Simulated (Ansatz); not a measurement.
## Zr2Ni: computed properties

These are results of DFT PBEsol, scalar-relativistic, plane waves, PAW in Ansatz, not measurements.

Cutoff 420 eV; k points 10×10×10 on the computed 6-atom cell (Γ-centred); Gaussian smearing, width 0.10 eV; no spin polarisation.

The structure is relaxed at this level of theory with its symmetry kept. Whether it is the stable form of this composition wasn't checked.

```
Zr Ni
1.0
    -3.21041    3.21041    2.57406
     3.21041   -3.21041    2.57406
     3.21041    3.21041   -2.57406
Zr Ni
4 2
Direct
  0.66309 0.16309 0.82618
  0.16309 0.33691 0.50000
  0.33691 0.83691 0.17382
  0.83691 0.66309 0.50000
  0.25000 0.25000 0.00000
  0.75000 0.75000 0.00000
```

| Property | Result |
| --- | --- |
| Space group | I4/mcm (No. 140) |
| Volume per atom | 119.4 bohr³ |
| Formation energy from the elements' standard states (uncorrected) | -0.351 eV/atom |
| Kohn–Sham band gap | none (metal) |
| Density of states at the Fermi level | 8.03 states/eV per cell |
| Löwdin character within 0.5 eV of the Fermi level | Zr 4d 71 %, Ni 3d 13 %, unprojected 7 % |
| Bulk modulus | 129 GPa |
| Its pressure derivative | 3.8 |
| Bader charges (e) | Zr (4 in the cell) 0.63, Ni (2 in the cell) -1.27 |

Spin polarisation was left out, and a magnetic state may lie lower.

A ferromagnetic start lost its moments in a first run, so spin was left out; other magnetic orders weren't tried.

Cost: 9 runs of about 27 core-minutes in all, on Arm Neoverse V1 (shared hosts).